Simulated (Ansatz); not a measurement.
Ansatz (an electronic-structure program) input (PBE0/def2-TZVP):

Ansatz 0.2 input:
```yaml
crystal:
  periodic: [false, false, false]
  atoms:
    - {symbol: N, position_ang: [0.00224146, -0.00382052, 0.11155442]}
    - {symbol: H, position_ang: [-0.00202883, 0.95117179, -0.22808750]}
    - {symbol: H, position_ang: [0.80949996, -0.46442426, -0.29287493]}
    - {symbol: H, position_ang: [-0.82316134, -0.46000387, -0.25991854]}
basis:
  gaussian:
    orbitals: def2-TZVP
hamiltonian:
  xc: {name: PBE0}
magnetization: {spin_polarized: false}
```

Output:

```
Functional definition: PBE0
integrals: 0.00 GiB planned
287 factors; their error is unknown
mean field: 0.08 GiB planned
mean field evaluation 1: about -1532.4653 eV, gradient 5.4e1 eV
mean field evaluation 2: about -1528.0089 eV, gradient 6.8e1 eV
mean field evaluation 4: about -1537.8008 eV, gradient 1.4e-1 eV
mean field evaluation 8: about -1537.7990 eV, gradient 2.2e-1 eV
mean field -1537.79909706 eV, -56.5130744592 hartree, gradient 1.2e-5 eV, S^2 0.000000; 0 other end points of the search recorded, 0 dependent functions left out
reference -1537.79911336 eV, -56.5130750583 hartree; 5, 5 occupied and 44, 44 virtual orbitals, 287 factors
Total energy: -1537.79911336 eV, -56.5130750583 hartree
```
